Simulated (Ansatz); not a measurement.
A run of Ansatz (development build ahead of 0.2.0) on doublet OF at this shape:

```yaml
atoms:
  - { symbol: O, position_ang: [0.0000, 0.0000, 0.7108] }
  - { symbol: F, position_ang: [0.0000, 0.0000, -0.7108] }
```

Its results:

| Property | Result |
| --- | --- |
| Converged | yes |
| Reference energy | -174.12335 hartree |
| CCSD correlation energy | -0.36476 hartree |
| Triples correction | -0.00914 hartree |
| Total energy | -174.49725 hartree |
| Spin squared of the determinant | 0.750 |

Question: Which input gives this output? Name the method, the orbitals and the basis set, and write the input.

Answer: ROHF-CCSD(T) in cc-pVDZ.

```yaml
crystal:
  periodic: [false, false, false]
  atoms:
    - { symbol: O, position_ang: [0.0, 0.0, 0.71085] }
    - { symbol: F, position_ang: [0.0, 0.0, -0.71085] }
basis:
  gaussian: { orbitals: cc-pVDZ }
magnetization:
  initial_magnetization: 1
hamiltonian:
  xc: hf
correlation:
  method: ccsd_t
  frozen_orbitals: { F: 1, O: 1 }
```
